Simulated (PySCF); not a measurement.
# Spin-rotation constants: `N=C1C=CC=C1`, C5H5N

Geometry:
```
atom   x (Å)   y (Å)   z (Å)
  N1   2.189   0.182   0.123
  C2   0.933   0.082   0.051
  C3   0.028   1.242  -0.074
  C4  -1.226   0.783  -0.125
  C5  -1.212  -0.685  -0.037
  C6   0.051  -1.109   0.067
  H7   2.688  -0.703   0.206
  H8   0.379   2.254  -0.113
  H9  -2.130   1.359  -0.215
 H10  -2.104  -1.285  -0.057
 H11   0.410  -2.118   0.148
```

Method used: GIAO revPBE/6-311G** magnetisability, rotational g tensor and spin-rotation constants, non-relativistic, gas phase (PySCF). Geometry: GFN2-xTB.

(1) Give the nuclear spin-rotation constants along the inertial axes (H = +C I·J) beside the isotropic shieldings.

Answers

(1) Rotational constants 8.3924, 3.9382, 2.6804 GHz. A star marks the isotopologue with that one atom substituted, in its own axes.
```
atom  isotope  Caa (kHz)  Cbb (kHz)  Ccc (kHz)  mean (kHz)  σ (ppm)
  N1      14N      2.702      0.937      0.107       1.249   -127.7
  H7       1H      0.162      0.380     -0.346       0.065     19.4
  H8       1H     -0.779      0.413     -0.344      -0.237     26.0
  H9       1H      0.370     -0.106     -0.328      -0.021     25.3
 H10       1H      0.412     -0.134     -0.328      -0.017     25.3
 H11       1H     -0.815      0.363     -0.359      -0.270     27.0
  C2     13C*      3.678      2.039      0.600       2.106      4.0
  C3     13C*      2.443      1.904      0.435       1.594     56.8
  C4     13C*      3.163      1.803      0.424       1.796     43.4
  C5     13C*      3.244      1.749      0.420       1.804     44.6
  C6     13C*      2.268      1.704      0.459       1.477     70.5
```
For the geometry as given, no vibrational averaging.
